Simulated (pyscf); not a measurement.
PySCF, gas phase, ωB97X-D3(BJ)/def2-SVP geometries.

PBE/def2-TZVP puts the barrier of H₃C–CH(F)–F + CH₃• → H₃C–C•(CH₃)–F + HF (concerted two-bond exchange; doublet surface; C–F, C–H broken, C–C, F–H formed) at 41.7 kcal/mol and the reaction energy at -9.4 kcal/mol, from the separated reactants. What do PBE0-D3(BJ)/def2-TZVP, M06-2X/def2-TZVP, ωB97M-D3(BJ)/def2-TZVP give on the same structures?

PBE0-D3(BJ): ΔE‡ = 49.6 kcal/mol, ΔE = -9.3 kcal/mol; M06-2X: ΔE‡ = 54.5 kcal/mol, ΔE = -7.4 kcal/mol; ωB97M-D3(BJ): ΔE‡ = 52.4 kcal/mol, ΔE = -7.5 kcal/mol. PBE's barrier lies under all of them, by 7.9 to 12.8 kcal/mol. Its reaction energy matches one of them and lies within 2.0 kcal/mol of the others. Low barriers are usual for a GGA, whose delocalisation error favours stretched bonds. On the product side the descent ends in a complex (not fully relaxed), 5.4 kcal/mol under the separated species and 66.0 kcal/mol under the saddle at ωB97X-D3(BJ)/def2-TZVP. One saddle was located; it need not be the lowest between these sides.
